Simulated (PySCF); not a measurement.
Do core-level shifts follow atomic charges?

Compound: C5H7F.
Structure used (GFN2-xTB), in Å, numbered top down from 1:
```
atom  x, y, z in Å
C1     2.7379   -0.2142    0.0353
C2     1.3271    0.0194    0.2548
C3     0.1611    0.2177    0.4462
C4    -1.2533    0.4520    0.6661
C5    -2.0803   -0.1949   -0.4417
F6    -3.4186    0.0321   -0.2253
H7     3.3098    0.1328    0.8957
H8     3.0723    0.3234   -0.8518
H9     2.9221   -1.2791   -0.1058
H10   -1.5519    0.0327    1.6312
H11   -1.4510    1.5277    0.6830
H12   -1.9405   -1.2807   -0.4631
H13   -1.8392    0.2316   -1.4209
```

Binding energies: delta-SCF UKS SCAN, pcX-2 on the ionised atom, pcseg-1 elsewhere, spin-free X2C in PySCF 2.14.0. Charges: PBE0/pcSseg-1 ground-state density, for the ionised atom.

| atom | environment | C 1s (eV) | Mulliken (e) | IAO (e) | Hirshfeld (e) | ESP (e) |
| --- | --- | --- | --- | --- | --- | --- |
| C3 | alkyne carbon | 290.11 | -0.126 | -0.084 | -0.066 | -0.363 |
| C2 | alkyne carbon | 290.18 | -0.267 | -0.053 | -0.058 | +0.128 |
| C4 | propargylic carbon | 291.58 | -0.226 | -0.288 | -0.063 | +0.049 |
| C1 | propargylic carbon | 291.58 | -0.187 | -0.436 | -0.098 | -0.515 |
| C5 | sp3 C–F carbon | 293.05 | +0.172 | +0.055 | +0.031 | +0.155 |

Q: How well does each charge scheme correlate with the binding energies over these sites?

A: Mulliken: r = 0.75, slope 5.2 eV per e; Hirshfeld: r = 0.65, slope 16.5 eV per e; ESP: r = 0.29, slope 1.1 eV per e; IAO: r = 0.06, slope 0.3 eV per e. Mulliken charges have the highest r, on only 5 points.

Q: The point-charge model writes a binding energy as kq + V + constant, with V the potential of the other atoms' charges at the site. What does it give with the IAO charges?

A: V = Σ 14.40 eV Å × q/r over all other atoms: -0.70 eV at C3, -1.48 eV at C2, +3.81 eV at C4, +6.08 eV at C1, -0.78 eV at C5. Fitting binding energy − V to q gives k = 16.6 eV per e and leaves an rms residual of 0.23 eV, against 1.08 eV for the fit on q alone. The model has no term for differences in relaxation between sites.

Isolated species at its GFN2-xTB geometry (one conformer only).
